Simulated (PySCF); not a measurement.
Below is a simulated gas-phase C 1s photoelectron spectrum of 3-methylisoxazole (`Cc1ccon1`).

Every computed line was given a Gaussian of 0.5 eV full width at half maximum and an area set by the number of equivalent atoms; the highest printed point is 100. Method used: delta-SCF UKS SCAN, pcX-2 on the ionised atom, pcseg-1 elsewhere, spin-free X2C (PySCF).

(binding energy (eV), intensity): (290.1, 0), (290.2, 2), (290.3, 6), (290.4, 15), (290.5, 33), (290.6, 57), (290.7, 80), (290.8, 94), (290.9, 96), (291.0, 95), (291.1, 97), (291.2, 100), (291.3, 100), (291.4, 95), (291.5, 92), (291.6, 95), (291.7, 97), (291.8, 93), (291.9, 84), (292.0, 80), (292.1, 85), (292.2, 90), (292.3, 85), (292.4, 67), (292.5, 43), (292.6, 22), (292.7, 9), (292.8, 3), (292.9, 1), (293.0, 0)

Q: How many maxima does the curve show, and how many computed lines lie under it?

A: The curve has 4 maxima (at 290.9, 291.2, 291.7 and 292.2 eV). Under it lie 4 lines from 4 inequivalent carbon sites.

Q: Decompose the envelope and assign each component. Numbering: `[CH3:1][c:2]1[cH:3][cH:4][o:5][n:6]1`.

A: 
| position (eV) | relative area | line | atoms | environment |
| --- | --- | --- | --- | --- |
| 290.80 | 1 | C 1s | C3 | aromatic CH carbon |
| 291.26 | 1 | C 1s | C1 | benzylic-type carbon |
| 291.73 | 1 | C 1s | C2 | substituted aromatic carbon |
| 292.25 | 1 | C 1s | C4 | aromatic CH next to a ring oxygen |

The listed C 1s values span 1.45 eV, from C3 (bonded to 2 C (aromatic in the SMILES) and H) to C4 (bonded to O (aromatic in the SMILES), C (aromatic in the SMILES) and H). The widest gap between neighbouring values is 0.52 eV, between 291.73 and 292.25 eV.

No satellites, vibrations or lifetime broadening are included. Geometry: GFN2-xTB; no solvent, vibrations or thermal averaging.
